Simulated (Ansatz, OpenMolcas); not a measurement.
AlO (oxoaluminum): methods side by side

AlO has 2 atoms, charge 0, and is taken as a doublet. As SMILES, `[O]=[Al]`. Geometry: a GFN2-xTB relaxation, a rough one for these elements and not checked as a minimum.

```xyz
2

O     0.0000    0.0000    0.0000
Al    0.0000    0.0000    1.5700
```

Quantity: the vertical ionisation energy (to the singlet cation), in eV. The values are calculated.

```csv
level,kind,program,value (eV),CPU time (all runs)
UB3LYP/6-31G,global hybrid,Ansatz,10.39,0.91 s
UBHLYP/6-31G,global hybrid,Ansatz,10.50,1.1 s
UPBE0/6-31G,global hybrid,Ansatz,10.42,0.89 s
U-wB97M-V/6-31G,range-separated hybrid,Ansatz,10.26,8.4 s
U-wB97X/6-31G,range-separated hybrid,Ansatz,10.43,4.1 s
UHSE06/6-31G,range-separated hybrid,Ansatz,10.40,1 s
RPA@PBE/6-31G,RPA,Ansatz,9.41,1.6 s
UMP2/6-31G,perturbation theory,Ansatz,8.37,0.51 s
FCI/STO-3G,exact in the basis,OpenMolcas,4.86,4 s
```

The values span 4.86 to 10.50 eV. Spin contamination of the reference (⟨S²⟩ at least 0.1 too high) touches UMP2/6-31G. All rows use very small basis sets, so none should be taken for the real molecule's value. In so small a basis fixed costs decide the times, and correlated methods can beat functionals. CPU times are rough (shared hosts, several kinds of processor and program).
